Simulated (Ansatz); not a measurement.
ClH5Si2 (`[SiH3][SiH2]Cl`), relaxed with RKS PBE0-D4/def2-TZVP in Ansatz 0.2.0 from a PBE-D4/def2-SVP geometry. The force threshold is 0.005 eV/Å; the program also tests the step.

The species carries charge 0 and has multiplicity 1.

Start:

```xyz
8

Si    0.732   -0.357    0.889
Si   -0.750    0.203   -0.846
Cl   -0.438    2.207   -1.357
H     0.530   -1.799    1.277
H     0.468    0.517    2.084
H     2.151   -0.162    0.433
H    -0.513   -0.645   -2.065
H    -2.181    0.036   -0.415
```

**Question.** By how much does the energy fall, and how many steps does the optimiser take? (Best estimate.)

**Answer.** Computed: 0.02 eV, in 4 steps.

**Question.** Which bonds change most? (Estimate.)

**Answer.** Ansatz gave: Si2–Cl3 from 2.092 to 2.065 Å; Si1–H4 from 1.507 to 1.488 Å; Si2–H7 from 1.504 to 1.485 Å; Si2–H8 from 1.504 to 1.485 Å.

**Question.** Give the relaxed structure. (Estimate.)

**Answer.** Computed: 
```xyz
8

Si    0.730   -0.359    0.889
Si   -0.744    0.198   -0.838
Cl   -0.445    2.175   -1.351
H     0.533   -1.783    1.274
H     0.468    0.508    2.067
H     2.130   -0.163    0.432
H    -0.510   -0.625   -2.051
H    -2.162    0.048   -0.422
```
